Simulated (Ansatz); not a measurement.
Born–Oppenheimer molecular dynamics of BFH3N (6 atoms, charge 0, multiplicity 1). It goes on from the last frame of an earlier run, with new velocities.

Theory: RKS PBE/cc-pVDZ in Ansatz 0.2.0.

* ensemble: NVT, Nosé–Hoover chain
* time step: 0.25 fs
* steps asked: 250
* set temperature: 1000 K
* thermostat: time constant 100 fs, chain length 5
* seed: 562766

First frame:

```xyz
6
Properties=species:S:1:pos:R:3
B 0.112 0.032 0.018
F -0.044 -0.654 1.111
N 1.270 0.033 -0.753
H 1.961 -0.379 -0.128
H 1.313 0.148 -1.764
H -0.862 0.551 -0.444
```

Task: How far do the bonds stretch over the last three quarters of this one trajectory? (Pairs bonded in most of those frames.)

Result: 
| bond | mean (Å) | spread (Å) | shortest | longest |
| --- | --- | --- | --- | --- |
| B1–F2 | 1.376 | 0.066 | 1.26 | 1.48 |
| B1–N3 | 1.421 | 0.057 | 1.32 | 1.50 |
| B1–H6 | 1.230 | 0.047 | 1.16 | 1.31 |
| N3–H4 | 1.031 | 0.033 | 0.97 | 1.09 |
| N3–H5 | 1.026 | 0.016 | 0.99 | 1.06 |

Mean temperature of the second half: 977 K. The conserved energy stayed within 0.17 meV per atom of its start (net change 0.11 meV per atom), so the integration is sound. A run of 0.062 ps of so small a system gives no equilibrium averages.

Time of the run: 6.4 min on 1 thread of Arm Neoverse N1, on a shared host, peak memory 0.089 GiB.
